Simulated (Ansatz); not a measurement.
# CH7Si2: the cost of one run

The runs use Ansatz 0.2.0, Gaussian basis; the settings change from run to run.

## 1. The geometry

An earlier PBE0-D4 in a triple-zeta def2 set relaxation fixed the geometry.

SMILES `C[SiH][SiH3]`, 10 atoms, charge 0, spin multiplicity 2.

Atoms are counted from 1 here; the program's logs count them from 0.

Bond lengths: C1–Si2 1.880 Å, C1–H4 1.094 Å, C1–H5 1.092 Å, C1–H6 1.092 Å, Si2–Si3 2.327 Å, Si2–H7 1.493 Å, Si3–H8 1.489 Å, Si3–H9 1.492 Å, Si3–H10 1.487 Å. Angles: Si2–C1–H4 110.6°, Si2–C1–H5 110.8°, Si2–C1–H6 110.7°, H4–C1–H5 108.2°, H4–C1–H6 108.1°, H5–C1–H6 108.3°, C1–Si2–Si3 115.0°, C1–Si2–H7 110.9°, Si3–Si2–H7 112.3°, Si2–Si3–H8 109.2°, Si2–Si3–H9 113.3°, Si2–Si3–H10 109.5°, H8–Si3–H9 107.7°, H8–Si3–H10 108.7°, H9–Si3–H10 108.2°.

Geometry (Å):

```xyz
10
charge 0, multiplicity 2
C    -1.4161    0.6280   -0.8485
Si    0.3448   -0.0280   -0.9101
Si    1.1683   -0.8292    1.1131
H    -1.4707    1.5282   -0.2291
H    -2.0933   -0.1174   -0.4274
H    -1.7675    0.8842   -1.8501
H     1.2613    0.9681   -1.5390
H     0.2891   -1.9276    1.5999
H     1.2276    0.2117    2.1808
H     2.5397   -1.3693    0.9131
```

## 2. PBE0-DH/aug-pcseg-2

Set apart from the defaults: a point charge of 1.00 e beside it.

in.yaml reads:

```yaml
crystal:
  periodic: [false, false, false]
  atoms:
    - {symbol: C, position_ang: [-1.416056, 0.627999, -0.848497]}
    - {symbol: Si, position_ang: [0.344764, -0.027984, -0.910070]}
    - {symbol: Si, position_ang: [1.168272, -0.829192, 1.113135]}
    - {symbol: H, position_ang: [-1.470730, 1.528196, -0.229088]}
    - {symbol: H, position_ang: [-2.093347, -0.117365, -0.427402]}
    - {symbol: H, position_ang: [-1.767501, 0.884249, -1.850132]}
    - {symbol: H, position_ang: [1.261307, 0.968065, -1.538956]}
    - {symbol: H, position_ang: [0.289117, -1.927558, 1.599915]}
    - {symbol: H, position_ang: [1.227606, 0.211747, 2.180791]}
    - {symbol: H, position_ang: [2.539666, -1.369260, 0.913106]}
basis:
  gaussian: {orbitals: aug-pcseg-2, point_charges: [{charge: 1.00, position_ang: [5.736, 0.534, 0.922]}]}
magnetization: {spin_polarized: true, initial_magnetization: 1}
hamiltonian: {xc: {name: PBE0-DH}}
output: {forces: true}
```

Run with:

```console
> ansatz run in.yaml --threads 4 --pin off --events-out ev --progress --plain --max-ram 10444MiB
```

**Question.** How long does this run take on 4 threads of AMD EPYC 9R45, shared host, and how much memory does it need?

About 11 s, with a peak of 1.7 GiB.
